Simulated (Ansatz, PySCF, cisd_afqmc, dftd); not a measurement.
Reaction: HF (fluorane, SMILES F) → HF+ (parent SMILES F, doublet) + e-
Each species at its own B3LYP-D3(BJ)/def2-TZVP minimum (Ansatz, a first-principles code).

Property: adiabatic ionisation energy (0 K, zero-point energies from PySCF's Hessians at B3LYP-D3(BJ)/def2-TZVP), in eV. UHF or UKS for unpaired electrons; spin-orbit terms are left out. Cores are frozen in correlated methods. Rows without X2C or -DK are non-relativistic. AFQMC is phaseless with a CISD trial state; ± is one standard error, without the phaseless bias. Outlying blocks are dropped, and bars are widened where a walk drifts. Over all cases where full CI ran beside it in this data, AFQMC minus full CI had a median of +0.1 mEh and passed +0.4 mEh in a tenth of the cases. CBS(X,Y): correlation extrapolated as X^-3, Hartree-Fock from the larger set (Q,5: extrapolated as (X+1)exp(-9√X)). A bracket is a step between two methods taken in the basis named. Functionals run without relativity, which enters their misses. Double hybrids freeze cores in their MP2 part. 'core' is core correlation in cc-pwCVTZ, 'X2C' scalar relativity in cc-pVTZ-DK, both at CCSD(T). Full CI freezes restricted core orbitals, also for open shells; the composite that ends in it estimates full CI at the basis-set limit.

Measured: 16.03 eV (CCCBDB table in ASE).

| level | program | adiabatic ionisation energy (eV) | error against that value |
|---|---|---|---|
| HF/cc-pV5Z | Ansatz | 14.17 | -1.86 |
| PBE0-D3(BJ)/def2-TZVPD | Ansatz + dftd3 | 15.85 | -0.18 |
| CAM-B3LYP-D4/def2-TZVPD | Ansatz + dftd4 | 16.07 | 0.04 |
| wB97X-V/def2-TZVPD | Ansatz | 15.94 | -0.09 |
| B2PLYP-D4/def2-TZVPD | Ansatz + dftd4 | 15.95 | -0.08 |
| CCSD/CBS(cc-pVQZ,cc-pV5Z) | Ansatz | 15.97 | -0.06 |
| CCSD(T)/CBS(cc-pVQZ,cc-pV5Z) + core + X2C | Ansatz | 16.08 | 0.05 |
| CCSDT(Q)/cc-pVTZ | Ansatz | 15.74 | -0.29 |
| CCSDT(Q)/cc-pV5Z | Ansatz | 16.01 | -0.02 |
| CCSDTQ/cc-pVDZ | Ansatz | 15.20 | -0.83 |
| AFQMC/CISD/cc-pVTZ | cisd_afqmc | 15.74 ± 0.01 | -0.29 |
| CCSD(T)/CBS(cc-pVQZ,cc-pV5Z) + [CCSDTQ - CCSD(T)]/cc-pVDZ + core + X2C | Ansatz | 16.08 | 0.05 |
| CCSD(T)/CBS(cc-pVQZ,cc-pV5Z) + [AFQMC/CISD - CCSD(T)]/cc-pVQZ + core + X2C | Ansatz + cisd_afqmc | 16.07 ± 0.01 | 0.04 |
| CCSD(T)/CBS(cc-pVQZ,cc-pV5Z) + [CCSDT(Q) - CCSD(T)]/cc-pV5Z + [FCI - CCSDT(Q)]/cc-pVDZ + core + X2C | Ansatz | 16.08 | 0.05 |
